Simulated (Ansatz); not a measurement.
bcc V, treated with r²SCAN0 (Ansatz, a quantum-chemistry and plane-wave program, PAW).

Input:

Ansatz 0.2 input:
```yaml
crystal:
  lattice:
    - [-1.4527285354, 1.4527285354, 1.4527285354]
    - [1.4527285354, -1.4527285354, 1.4527285354]
    - [1.4527285354, 1.4527285354, -1.4527285354]
  atoms:
    - { symbol: V, position: [0.0, 0.0, 0.0] }
basis:
  ecutwfc: 520
  ecutrho_ratio: 4
  xc_grid: 3
kpoints:
  mp_grid: { grid: [14, 14, 14] }
hamiltonian:
  xc: r2scan0
  dispersion: none
  pseudopotentials: { kind: paw }
scf:
  occupations: { method: fermi_dirac, width: 0.05 }
  convergence: { dr2_threshold: 0.0000000001 }
output:
  forces: false
  stress: true
  eigenvalues: true
```

Task: How many irreducible k-points, plane waves at Γ does the program set up, and what pressure does the run end with?

Result: 104 irreducible k-points, 321 plane waves at Γ; P = 12.06 GPa, so the cell is compressed on average and its volume would grow at this level.

The run printed, among other lines:

```
WARN output.stress: scf.exx.energy_threshold = 1e-6 eV is looser than the 1e-8 eV advised for a stress under a hybrid functional (1e-8 eV for each atom of the …
Crystal: 1 atoms, lattice volume = 12.263 Å³
Basis set: ecut = 520 eV, 321 PW (Γ), exchange–correlation on 60×60×60 points (27 copies of the dense FFT grid, shifted against one another)
Bands: 11, of which v1, the nominal top of the filled ones, is band 7 counted from 1 (6 counted from 0)
Symmetry: 48 space group operations
Space group: Im-3m (ITA 229), of the structure as read, at distance tolerance 2.3e-5 Å
k-points: 104 of 2744
Functional: x = r2scan, c = r2scan; τ floored in thin density (d = 2e-4 eV/Å³), warm-up for x = 0.75 r2scan + 0.25 exact, c = r2scan; τ floored in thin density (d = 2e-4 eV/Å³)
SCF iter   1: F=—  HF=-2916.990722 eV  |F-HF|=—  |Δ(HF+E_count)|=         —  Δρ=1.59e-2  dr2=2.00e-2  dr2_τ=2.80e-2
SCF iter   2: F=—  HF=-2917.029047 eV  |F-HF|=—  |Δ(HF+E_count)|=   3.83e-2  Δρ=6.54e-3  dr2=3.13e-3  dr2_τ=2.95e-4
  ...
SCF 1 converged in 8 iterations: F = -2917.029059 eV  dr2 = 8.35e-11
Crystal: 1 atoms, lattice volume = 12.263 Å³
Initial density: handed on by an earlier stage of this run
Functional: x = 0.75 r2scan + 0.25 exact, c = r2scan; τ floored in thin density (d = 2e-4 eV/Å³)
SCF 2 converged in 8 iterations: F = -2914.625018 eV  dr2 = 1.45e-12
Crystal: 1 atoms, lattice volume = 12.263 Å³
SCF 3 converged in 7 iterations: F = -2914.635098 eV  dr2 = 5.22e-12
Crystal: 1 atoms, lattice volume = 12.263 Å³
Crystal: 1 atoms, lattice volume = 12.263 Å³
SCF 5 converged in 13 iterations: F = -2914.635764 eV  dr2 = 1.49e-11
Crystal: 1 atoms, lattice volume = 12.263 Å³
SCF 6 converged in 6 iterations: F = -2914.635958 eV  dr2 = 1.04e-11
Crystal: 1 atoms, lattice volume = 12.263 Å³
SCF 7 converged in 6 iterations: F = -2914.636289 eV  dr2 = 1.54e-11
Crystal: 1 atoms, lattice volume = 12.263 Å³
SCF 8 converged in 4 iterations: F = -2914.636434 eV  dr2 = 6.75e-12
Crystal: 1 atoms, lattice volume = 12.263 Å³
SCF 9 converged in 4 iterations: F = -2914.636620 eV  dr2 = 2.03e-13
Crystal: 1 atoms, lattice volume = 12.263 Å³
Crystal: 1 atoms, lattice volume = 12.263 Å³
SCF 11 converged in 7 iterations: F = -2914.636897 eV  dr2 = 1.96e-11
Crystal: 1 atoms, lattice volume = 12.263 Å³
SCF iter   1: F=—  HF=-2914.636897 eV  |F-HF|=—  |Δ(HF+E_count)|=         —  Δρ=6.45e-7  dr2=1.16e-11  dr2_τ=2.42e-12
SCF iter   2: F=-2914.636897 eV  HF=-2914.636897 eV  |F-HF|=4.55e-13  |Δ(HF+E_count)|=  4.55e-12  Δρ=3.00e-7  dr2=1.75e-12  dr2_τ=4.82e-13
SCF 12 converged in 2 iterations: F = -2914.636897 eV  dr2 = 1.75e-12
Free energy (F): -2914.636897 eV
Internal energy: -2914.635719 eV  (E = F + TS)
E sigma→0 (E₀):  -2914.636308 eV
Fermi energy:    18.204278 eV
--- Stress (GPa, compression-positive) ---
       12.064613       0.000000      -0.000000
        0.000000      12.064613      -0.000000
       -0.000000      -0.000000      12.064613
  P = ⅓ Tr σ = 12.0646 GPa (120.646 kbar)
```

The cell is one volume of an energy–volume scan, off the minimum.

The PAW data were made under PBE.

Note: the run warned that the count of filled bands differs between k points.
